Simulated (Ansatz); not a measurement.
## How the elastic constant C12 of 2H WSe2 moves with the method

No measured value is used here.

```csv
level (code),value (GPa),cell (Å³/atom)
LDA (Ansatz),40.4,19.54
PBE (Ansatz),29.9,24.27
PBE-D4 (Ansatz),37.0,19.91
r²SCAN (Ansatz),39.5,21.76
r²SCAN+rVV10 (Ansatz),?,20.67
```

Question: Complete the blanks.

Answer: 
- r²SCAN+rVV10 (Ansatz, a quantum-chemistry and plane-wave program), value (GPa): 42.5

The crystal itself was run without spin with LDA, PBE, PBE-D4, r²SCAN, r²SCAN+rVV10; a magnetic state was not tried in these runs. Density-functional levels without +SOC have no spin–orbit coupling. LDA: LDA has no dispersion term either, though it tends to give short spacings of layers, chains or molecules. PBE, r²SCAN: the cell comes from a level without a dispersion term, which matters for the spacing of layers, chains or molecules. PBE-D4: the dispersion coefficients are held fixed in the derivatives. Each level is taken at its own relaxed cell. Cutoffs differ between the levels. Ansatz's density-functional and Hartree–Fock values are scalar-relativistic unless marked +SOC, with PAW data made under PBE.
